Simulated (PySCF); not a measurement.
# Gas-phase XPS of `C=C([S-])Cl`, computed

Species: C2H2ClS (charge -1).
Numbering: `[CH2:1]=[C:2]([S-:3])[Cl:4]`

Method used: delta-SCF UKS SCAN, pcX-2 on the ionised atom, pcseg-1 elsewhere, spin-free X2C in PySCF 2.14.0. These are vertical core ionisation energies against the vacuum level, from separate self-consistent calculations with and without the core hole.

Question: Give the core binding energies atom by atom.

Answer: 
```
atom(s)                 environment     level  binding energy (eV)  2p1/2 (eV)  above the level's lowest (eV)  count
    Cl4              vinyl chlorine     Cl 1s              2822.86           –                           0.00      1
     S3          sulfur bonded to C      S 1s              2470.16           –                           0.00      1
     C2         vinylic C–Cl carbon      C 1s               287.09           –                          +2.37      1
     C1  carbon bonded to C and 2 H      C 1s               284.72           –                           0.00      1
    Cl4              vinyl chlorine  Cl 2p3/2               200.29      201.94                           0.00      1
```

The listed C 1s values span 2.37 eV, from C1 (bonded to C (double bond) and 2 H) to C2 (bonded to Cl, S and C (double bond)).

Question: What is the longest wavelength that can ionise S 1s of S3 vertically?

Answer: λ = hc/E = 12398.42 eV Å / 2470.16 eV = 5.019 Å.

Not every level is listed. Spin contamination (⟨S²⟩ against 0.75 for a pure doublet) is marked for C 1s of C2 (0.93), which makes this value less certain. For 2p shells one spin-free hole was relaxed; a mean-field spin–orbit operator and the ground-state splitting of the three 2p orbitals were then diagonalised within the shell. The shell's mean is (2 × 2p3/2 + 2p1/2)/3, and the degeneracies 2j + 1 give areas of 2:1. 2p1/2 minus 2p3/2 (ligand field included): Cl 1.65 eV. The species carries charge -1, so core ionisation leaves a neutral species. The basis sets have no added diffuse functions. Isolated species at its PBE0-D3(BJ)/def2-SVP geometry, gas phase.
